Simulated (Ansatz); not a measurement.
Relaxation of C2HSi (4 atoms, charge -1, multiplicity 1), to a largest force component of 0.02 eV/Å in at most 40 steps.

Computed with Ansatz, RHF/def2-SVP.

```xyz
4
Properties=species:S:1:pos:R:3:forces:R:3
C -0.162 -0.938 0.615 -0.14 0.28 -0.29
Si 1.370 0.268 0.591 -1.10 -0.21 -0.48
C -0.255 0.113 -0.233 1.07 0.45 0.28
H -0.953 0.557 -0.973 0.17 -0.52 0.49
```

Problem. Where does it end, and by what steps?

Solution. It converged. Limits of this set-up: an anion without diffuse functions, the dipole of an ion depends on the origin. After 4 steps the energy has fallen by 0.063 eV; C3 moved furthest, 0.05 Å.

| step | energy less start (eV) | largest force component (eV/Å) | accepted |
| --- | --- | --- | --- |
| 0 | 0.0000 | 1.096 | yes |
| 1 | -0.0427 | 0.687 | yes |
| 2 | -0.0612 | 0.252 | yes |
| 3 | -0.0629 | 0.082 | yes |
| 4 | -0.0632 | 0.003 | yes |

```xyz
4
Properties=species:S:1:pos:R:3
C -0.170 -0.921 0.597
Si 1.347 0.253 0.590
C -0.217 0.148 -0.238
H -0.960 0.520 -0.949
```

Run time: 2.1 s on 1 CPU thread of a shared host.
